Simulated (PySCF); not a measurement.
A PySCF script (with the pyscf-properties extension) for the NMR shieldings of `C[NH][AlH2]`, CH6AlN, on a GFN2-xTB geometry:

```python
import basis_set_exchange as bse
import numpy as np
from pyscf import gto, dft
from pyscf.prop import nmr

atoms = """
C    -1.237162   -0.450951    0.025844
N    -0.114153    0.434989   -0.291141
Al    1.618041    0.338289    0.125826
H    -1.673203   -0.881453   -0.880688
H    -2.023787    0.079760    0.569680
H    -0.875435   -1.264154    0.654184
H    -0.469111    1.205604   -0.854120
H     2.671038   -0.014735   -0.943139
H     2.117333    0.558646    1.568375
"""
names = dict.fromkeys(["C", "N", "Al", "H"], "pcSseg-1")
basis = {el: gto.basis.parse(bse.get_basis(n, elements=[el], fmt="nwchem")) for el, n in names.items()}
mol = gto.M(atom=atoms, basis=basis, charge=0, verbose=0)
mf = dft.RKS(mol, xc="PBE0")
mf.grids.level = 2
mf.grids.alignment = dft.numint.BLKSIZE   # the property module wants whole blocks of grid points
mf.conv_tol = 1e-9
mf.kernel()

calc = nmr.RKS(mf)   # GIAO
C = mf.mo_coeff
Co = C[:, mf.mo_occ > 0]
resp = mf.gen_response(singlet=True, hermi=2)
def vind(x):   # induced exchange potential for any number of trial vectors
    d = np.einsum("pi,xij,qj->xpq", C, 2 * x.reshape(-1, C.shape[1], Co.shape[1]), Co, optimize=True)
    return np.einsum("xpq,pi,qj->xij", resp(d - d.transpose(0, 2, 1)), C, Co, optimize=True).ravel()
mo1, _ = nmr.rhf.solve_mo1(calc, with_cphf=vind)
sigma = calc.kernel(mo1)
for i, s in enumerate(sigma):   # ppm
    print("%2d %-2s %9.2f" % (i, mol.atom_pure_symbol(i), np.trace(s) / 3))
```

Q: What does it print?

A: 
```
 0 C     154.24
 1 N     245.32
 2 Al    332.54
 3 H      28.50
 4 H      28.54
 5 H      28.99
 6 H      31.87
 7 H      26.74
 8 H      26.67
```

These numbers come from an equivalent density-fitted implementation of the same equations, which agrees with the script to about 0.01 ppm for H and up to a few tenths of a ppm for heavy atoms, so last digits may differ.

Size and cost of the density-fitted run: 88 basis functions, 5 s wall time on 1 thread of an Arm Neoverse V1, shared host; peak memory 0.39 GiB.
